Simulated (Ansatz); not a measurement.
**SO3 (sulfur trioxide): from total energies to a heat of formation**

SO3: 4 atoms, total charge 0, spin state singlet. SMILES: `O=S(=O)=O`. The coordinates come from a PBE0-D4/def2-TZVP relaxation.

```xyz
4

O    -1.1216   -0.6846    0.5367
S     0.0000    0.0000    0.0000
O     1.3089   -0.3277    0.4405
O    -0.1874    1.0123   -0.9771
```

Total energies at PBE/6-311+G** (Ansatz 0.2.0); the atoms run unrestricted:

| species | state | energy (Eh) |
| --- | --- | --- |
| SO3 | singlet | -623.468771 |
| O | triplet | -75.003376 |
| S | triplet | -397.938785 |

Harmonic wavenumbers at PBE0-D4/def2-TZVP, in cm⁻¹: 509, 534, 534, 1110, 1445, 1445.

Measured heats of formation of the gaseous atoms at 298.15 K, in kJ/mol: O 249.2, S 277.0. Spin-orbit lowering of the atoms at 298 K (mean of the ground term's levels less their thermal mean, from spectra), in kJ/mol: O 0.40, S 1.88. Take 1 Eh = 2625.50 kJ/mol, 1 cm⁻¹ = 0.0119627 kJ/mol, RT = 2.479 kJ/mol.

**Question.** Work out the heat of formation of the gas at 298 K.

**Answer.** 
1. Electronic atomisation energy: 3 × (-75.003376) + (-397.938785) − (-623.468771) = 0.519858 Eh = 1364.9 kJ/mol.
2. Zero-point energy: half the sum of the wavenumbers, 2788.5 cm⁻¹ = 33.4 kJ/mol.
3. Thermal vibrational enthalpy, Σ hcν̃/(exp(hcν̃/kT) − 1): 1.7 kJ/mol. Translation, rotation and pV of a non-linear molecule: 4 RT = 9.9 kJ/mol.
4. The 4 free atoms carry 5/2 RT each: 24.8 kJ/mol.
5. Spin-orbit coupling lowers the free atoms by 3 × 0.40 + 1.88 = 3.1 kJ/mol.
6. Atomisation enthalpy at 298 K: 1364.9 − 3.1 − 33.4 − 1.7 − 9.9 + 24.8 = 1341.6 kJ/mol.
7. Sum of the atoms' heats of formation: 1024.6 kJ/mol. Heat of formation: 1024.6 − 1341.6 = -317.0 kJ/mol.

The tabulated value is -395.8 kJ/mol (NIST-JANAF tables), so this level is off by +78.8 kJ/mol, or 5.5 % of the atomisation enthalpy that the table implies (1420.4 kJ/mol). Anharmonicity and any spin-orbit splitting of the molecule are left out.
